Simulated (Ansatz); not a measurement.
## CH2BF (SMILES B[C]F): methods side by side

CH2BF: 5 atoms, total charge 0, spin state triplet. As SMILES, `B[C]F`. The shape is that of a GFN2-xTB optimisation.

Each level gives the electronic atomisation energy (eV). The values are calculated. Electronic energies at fixed atoms, without zero-point motion or spin-orbit coupling.

```
            level                    kind  program  value (eV)  less FCI/STO-3G  CPU time (all runs)
      UPBE/STO-3G                     GGA   Ansatz       22.73            +4.76                2.7 s
 U-r2SCAN0/STO-3G         hybrid meta-GGA   Ansatz       21.30            +3.33                4.1 s
    UBHLYP/STO-3G           global hybrid   Ansatz       20.49            +2.52                1.9 s
   U-wB97X/STO-3G  range-separated hybrid   Ansatz       21.39            +3.42                7.8 s
UCAM-B3LYP/STO-3G  range-separated hybrid   Ansatz       21.79            +3.82                2.2 s
  UCCSD(T)/STO-3G   coupled cluster or CI   Ansatz       17.94            -0.03               0.56 s
   UCCSDTQ/STO-3G   coupled cluster or CI   Ansatz       17.97             0.00                 83 s
       FCI/STO-3G      exact in the basis   Ansatz       17.97             0.00                 40 s
```

FCI/STO-3G is exact within its basis and frozen core, so for wave-function methods in that basis the difference is their error; functionals converge differently with the basis, so for them it is only a difference. The values span 17.94 to 22.73 eV. All rows use very small basis sets, so none should be taken for the real molecule's value. Times are those of the runs behind each value, whatever else they computed, on shared processors of several kinds: orders of magnitude only.
